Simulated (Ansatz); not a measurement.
## Molecular dynamics of AlH$_{3}$O

Input:

```yaml
crystal:
  periodic: [false, false, false]
  atoms:
    - { symbol: Al, position_ang: [0.039768, -0.066944, -0.002565] }
    - { symbol: H, position_ang: [-0.054309, -0.064385, 1.595295] }
    - { symbol: H, position_ang: [1.369681, 0.187734, -0.837487] }
    - { symbol: O, position_ang: [-1.359315, -0.367211, -0.961808] }
    - { symbol: H, position_ang: [-2.237524, -0.535894, -0.584935] }
basis:
  gaussian: { orbitals: def2-SVP }
hamiltonian:
  xc: pbe
md:
  timestep: 0.5
  n_steps: 250
  ensemble: nvt_langevin
  temperature: 700.0
  initial_velocities: maxwell_boltzmann
  seed: 529101
  friction: 0.005
  masses: [{ species: H, mass: 2.014 }]
```

Launched with:

```bash
$ ansatz run input.yaml --threads 1 --pin off --max-ram 2048MiB --backend cpu --events-out ev --progress --plain --runs-dir out
```

It starts from a relaxed structure.

Output, in part (one step line in 5, the closing report, with atoms numbered from 0):

```
md step     0: t =     0.00 fs  T =   560.0 K  F+E_penalty+E_count = -8683.77521526 eV  E_kin = 0.361928 eV  (22 SCF iters)
md step     5: t =     2.50 fs  T =   551.4 K  F+E_penalty+E_count = -8683.72452705 eV  E_kin = 0.356346 eV  (26 SCF iters)
md step    10: t =     5.00 fs  T =   573.3 K  F+E_penalty+E_count = -8683.64088485 eV  E_kin = 0.370494 eV  (25 SCF iters)
md step    15: t =     7.50 fs  T =   436.3 K  F+E_penalty+E_count = -8683.57593724 eV  E_kin = 0.282013 eV  (25 SCF iters)
md step    20: t =    10.00 fs  T =   479.8 K  F+E_penalty+E_count = -8683.56212268 eV  E_kin = 0.310077 eV  (25 SCF iters)
md step    25: t =    12.50 fs  T =   515.6 K  F+E_penalty+E_count = -8683.53214238 eV  E_kin = 0.333242 eV  (25 SCF iters)
md step    30: t =    15.00 fs  T =   396.9 K  F+E_penalty+E_count = -8683.44487042 eV  E_kin = 0.256515 eV  (26 SCF iters)
md step    35: t =    17.50 fs  T =   320.7 K  F+E_penalty+E_count = -8683.41200656 eV  E_kin = 0.207262 eV  (26 SCF iters)
md step    40: t =    20.00 fs  T =   319.1 K  F+E_penalty+E_count = -8683.42376868 eV  E_kin = 0.206257 eV  (26 SCF iters)
md step    45: t =    22.50 fs  T =   538.2 K  F+E_penalty+E_count = -8683.51772840 eV  E_kin = 0.347823 eV  (25 SCF iters)
md step    50: t =    25.00 fs  T =   633.9 K  F+E_penalty+E_count = -8683.58297887 eV  E_kin = 0.409698 eV  (25 SCF iters)
md step    55: t =    27.50 fs  T =   606.3 K  F+E_penalty+E_count = -8683.58887308 eV  E_kin = 0.391825 eV  (23 SCF iters)
md step    60: t =    30.00 fs  T =   494.6 K  F+E_penalty+E_count = -8683.56336544 eV  E_kin = 0.319647 eV  (25 SCF iters)
md step    65: t =    32.50 fs  T =   526.1 K  F+E_penalty+E_count = -8683.56860041 eV  E_kin = 0.340041 eV  (24 SCF iters)
md step    70: t =    35.00 fs  T =   583.6 K  F+E_penalty+E_count = -8683.62198847 eV  E_kin = 0.377167 eV  (24 SCF iters)
md step    75: t =    37.50 fs  T =   620.6 K  F+E_penalty+E_count = -8683.63838112 eV  E_kin = 0.401105 eV  (24 SCF iters)
md step    80: t =    40.00 fs  T =   574.9 K  F+E_penalty+E_count = -8683.62375141 eV  E_kin = 0.371551 eV  (24 SCF iters)
md step    85: t =    42.50 fs  T =   507.8 K  F+E_penalty+E_count = -8683.59609219 eV  E_kin = 0.328175 eV  (25 SCF iters)
md step    90: t =    45.00 fs  T =   512.1 K  F+E_penalty+E_count = -8683.59037682 eV  E_kin = 0.330954 eV  (25 SCF iters)
md step    95: t =    47.50 fs  T =   543.6 K  F+E_penalty+E_count = -8683.60083721 eV  E_kin = 0.351297 eV  (25 SCF iters)
md step   100: t =    50.00 fs  T =   460.6 K  F+E_penalty+E_count = -8683.56790313 eV  E_kin = 0.297693 eV  (25 SCF iters)
md step   105: t =    52.50 fs  T =   340.2 K  F+E_penalty+E_count = -8683.51223136 eV  E_kin = 0.219888 eV  (25 SCF iters)
md step   110: t =    55.00 fs  T =   249.7 K  F+E_penalty+E_count = -8683.42968265 eV  E_kin = 0.161360 eV  (25 SCF iters)
md step   115: t =    57.50 fs  T =   214.9 K  F+E_penalty+E_count = -8683.40625831 eV  E_kin = 0.138895 eV  (25 SCF iters)
md step   120: t =    60.00 fs  T =   345.9 K  F+E_penalty+E_count = -8683.47132322 eV  E_kin = 0.223554 eV  (25 SCF iters)
md step   125: t =    62.50 fs  T =   463.6 K  F+E_penalty+E_count = -8683.52560169 eV  E_kin = 0.299629 eV  (25 SCF iters)
md step   130: t =    65.00 fs  T =   551.5 K  F+E_penalty+E_count = -8683.56055599 eV  E_kin = 0.356449 eV  (25 SCF iters)
md step   135: t =    67.50 fs  T =   515.4 K  F+E_penalty+E_count = -8683.54468934 eV  E_kin = 0.333135 eV  (25 SCF iters)
md step   140: t =    70.00 fs  T =   566.6 K  F+E_penalty+E_count = -8683.55102854 eV  E_kin = 0.366165 eV  (24 SCF iters)
md step   145: t =    72.50 fs  T =   558.8 K  F+E_penalty+E_count = -8683.56753553 eV  E_kin = 0.361151 eV  (24 SCF iters)
md step   150: t =    75.00 fs  T =   474.6 K  F+E_penalty+E_count = -8683.57191875 eV  E_kin = 0.306744 eV  (24 SCF iters)
md step   155: t =    77.50 fs  T =   485.7 K  F+E_penalty+E_count = -8683.56783765 eV  E_kin = 0.313919 eV  (24 SCF iters)
md step   160: t =    80.00 fs  T =   454.6 K  F+E_penalty+E_count = -8683.52417690 eV  E_kin = 0.293802 eV  (23 SCF iters)
md step   165: t =    82.50 fs  T =   344.0 K  F+E_penalty+E_count = -8683.51053747 eV  E_kin = 0.222333 eV  (25 SCF iters)
md step   170: t =    85.00 fs  T =   537.7 K  F+E_penalty+E_count = -8683.61415838 eV  E_kin = 0.347504 eV  (25 SCF iters)
md step   175: t =    87.50 fs  T =   546.1 K  F+E_penalty+E_count = -8683.65409791 eV  E_kin = 0.352923 eV  (25 SCF iters)
md step   180: t =    90.00 fs  T =   495.6 K  F+E_penalty+E_count = -8683.61574979 eV  E_kin = 0.320302 eV  (25 SCF iters)
md step   185: t =    92.50 fs  T =   468.1 K  F+E_penalty+E_count = -8683.56396414 eV  E_kin = 0.302511 eV  (25 SCF iters)
md step   190: t =    95.00 fs  T =   445.1 K  F+E_penalty+E_count = -8683.54438781 eV  E_kin = 0.287646 eV  (25 SCF iters)
md step   195: t =    97.50 fs  T =   567.3 K  F+E_penalty+E_count = -8683.58116400 eV  E_kin = 0.366636 eV  (25 SCF iters)
md step   200: t =   100.00 fs  T =   627.8 K  F+E_penalty+E_count = -8683.62467687 eV  E_kin = 0.405748 eV  (25 SCF iters)
md step   205: t =   102.50 fs  T =   606.5 K  F+E_penalty+E_count = -8683.62353333 eV  E_kin = 0.392006 eV  (25 SCF iters)
md step   210: t =   105.00 fs  T =   587.9 K  F+E_penalty+E_count = -8683.58994405 eV  E_kin = 0.379987 eV  (24 SCF iters)
md step   215: t =   107.50 fs  T =   593.5 K  F+E_penalty+E_count = -8683.58945215 eV  E_kin = 0.383601 eV  (25 SCF iters)
md step   220: t =   110.00 fs  T =   708.3 K  F+E_penalty+E_count = -8683.63946402 eV  E_kin = 0.457772 eV  (25 SCF iters)
md step   225: t =   112.50 fs  T =   772.1 K  F+E_penalty+E_count = -8683.58398840 eV  E_kin = 0.498989 eV  (25 SCF iters)
md step   230: t =   115.00 fs  T =   594.8 K  F+E_penalty+E_count = -8683.44782818 eV  E_kin = 0.384450 eV  (23 SCF iters)
md step   235: t =   117.50 fs  T =   462.4 K  F+E_penalty+E_count = -8683.38114225 eV  E_kin = 0.298854 eV  (24 SCF iters)
md step   240: t =   120.00 fs  T =   602.8 K  F+E_penalty+E_count = -8683.40927890 eV  E_kin = 0.389598 eV  (25 SCF iters)
md step   245: t =   122.50 fs  T =   849.3 K  F+E_penalty+E_count = -8683.53276486 eV  E_kin = 0.548885 eV  (25 SCF iters)
md step   250: t =   125.00 fs  T =   964.9 K  F+E_penalty+E_count = -8683.60369295 eV  E_kin = 0.623626 eV  (23 SCF iters)
Total energy: -8683.60372784 eV, -319.1165510402 hartree
Atom 0 at    -0.204791    -0.297614     0.022937 Å, force     0.538516     0.531445     0.511366 eV/Å
Atom 1 at    -0.447011    -1.490179     1.080353 Å, force     0.011565     0.109702    -0.193045 eV/Å
Atom 2 at     0.819611     0.972593     0.372348 Å, force    -0.472932    -0.594345    -0.208189 eV/Å
Atom 3 at    -0.992445    -0.330302    -1.457653 Å, force    -0.791840     0.102026    -1.002773 eV/Å
Atom 4 at    -1.570361    -0.191155    -2.236790 Å, force     0.714691    -0.148829     0.892641 eV/Å
Dipole moment:    -0.213935     0.028081    -0.261971 e Å
```

All steps were run. The mean temperature of the second half is 19 % below the set value. A run of 0.12 ps of so small a system gives no equilibrium averages.

The same pairs are bonded in the first frame and the last. Pairs count as bonded within 1.25 times the sum of covalent radii (0.12 Å more for H–H).

Last frame:

```xyz
5
Properties=species:S:1:pos:R:3
Al -0.205 -0.298 0.023
H -0.447 -1.490 1.080
H 0.820 0.973 0.372
O -0.992 -0.330 -1.458
H -1.570 -0.191 -2.237
```

The run took 3.2 min on 1 thread of Arm Neoverse V1, with other jobs on the host, peak memory 0.085 GiB.
